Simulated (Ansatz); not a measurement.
Relaxing Mg3H4O5

Level of theory: DFT r2SCAN, scalar-relativistic, plane waves, PAW (Ansatz). Cutoff 500 eV, Γ-centred k mesh, Gaussian smearing, no spin polarisation in the final step.

The start is a database structure of Mg3H4O5, space group P-3m1 (No. 164).

```
CELL_PARAMETERS angstrom
3.11200 0.00000 0.00000
-1.55600 2.69507 0.00000
0.00000 0.00000 12.76800
ATOMIC_POSITIONS crystal
Mg 0.00000 0.00000 0.50000
Mg 0.66667 0.33333 0.90330
Mg 0.33333 0.66667 0.09670
H 0.33333 0.66667 0.33590
H 0.66667 0.33333 0.66410
H 0.33333 0.66667 0.73820
H 0.66667 0.33333 0.26180
O 0.33333 0.66667 0.41340
O 0.66667 0.33333 0.58660
O 0.33333 0.66667 0.81580
O 0.66667 0.33333 0.18420
O 0.00000 0.00000 0.00000
```

Steps on the 6×6×2 mesh (12 atoms). 5 of 5 steps are shown, and the free energy counts from the last. Trial steps that were taken back and renewals of the plane-wave basis can be among the rows.

```tsv
step	ΔF (meV/atom)	V (Å³/atom)	P (GPa)	largest force component (eV/Å)
1	23.2	8.92	-8.23	1.521
2	3.3	8.61	-3.37	0.309
3	0.0	8.24	0.06	0.152
4	-0.4	8.35	0.07	0.018
5	0.0	8.35	0.10	0.018
```

A final relaxation ran on a 12×12×2 mesh. The relaxed crystal, P-3m1 (No. 164):

Space group P-3m1 (No. 164). a = 3.088 Å, b = 3.088 Å, c = 12.091 Å, α = 90.00°, β = 90.00°, γ = 120.00°
| atom | site | symmetry | x | y | z |
| --- | --- | --- | --- | --- | --- |
| Mg | 1b | -3m. | 0.0000 | 0.0000 | 0.5000 |
| Mg | 2d | 3m. | 0.6667 | 0.3333 | 0.8999 |
| H | 2d | 3m. | 0.3333 | 0.6667 | 0.3342 |
| H | 2d | 3m. | 0.3333 | 0.6667 | 0.7342 |
| O | 2d | 3m. | 0.3333 | 0.6667 | 0.4134 |
| O | 2d | 3m. | 0.3333 | 0.6667 | 0.8136 |
| O | 1a | -3m. | 0.0000 | 0.0000 | 0.0000 |

- Volume per atom: 8.3 Å³
- Density: 2.6 g/cm³
- Energy over the elements: -2.039 eV/atom
- Gap on the 12×12×2 mesh: 4.63 eV

The zero of energy is the elements' standard structures at the same level (H₂, O₂ as molecules); no fitted shifts are applied.

The final run used a 12×12×2 mesh on its 12-atom cell and 0.02 eV smearing. Weakly bound directions are ill-defined at this level, which has no dispersion term.

Symmetry constrained the relaxation, so the result can be a saddle point.

Cost: 3 runs of about 2.2 core-minutes in all, on Arm Neoverse V2 (shared hosts).